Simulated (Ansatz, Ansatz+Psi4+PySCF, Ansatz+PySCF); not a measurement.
```xyz
2

Li    0.0000    0.0000    0.4100
H     0.0000    0.0000   -4.5100
```

Basis set: cc-pVTZ on H; cc-pCVTZ on Li (spherical functions). All electrons are correlated. Charge 0, multiplicity 1.

Computed with Ansatz (development build ahead of 0.2.0); each method stands on the lowest determinant of its kind that the runs found. Restricted open shells among the atoms or ions are ROHF, correlated in semicanonical orbitals with singles.

The atomization energy at this shape (free ground-state atoms in the same class of orbitals less the molecule, no zero-point energy) of singlet LiH in separate pieces:

| method | atomization energy |
| --- | --- |
| UHF-CCSD(T) | 0.01 eV |
| UHF-MP2 | 0.01 eV |
| RHF-MP2 | -1.24 eV |
| UHF | 0.00 eV |

**Question.** What does RHF give?

**Answer.** -2.41 eV. Caution: the shape is not the minimum. Caution for UHF-CCSD(T), UHF-MP2: a plain start can end on a higher determinant. Caution for UHF-CCSD(T), UHF-MP2, UHF: the unrestricted determinant is a mixture of spin states. Caution for RHF-MP2, RHF: an unrestricted determinant lies well below; the molecule lies well above its atoms at this level. Caution for RHF-MP2: large amplitudes, a single reference is doubtful; the program doubts this total.
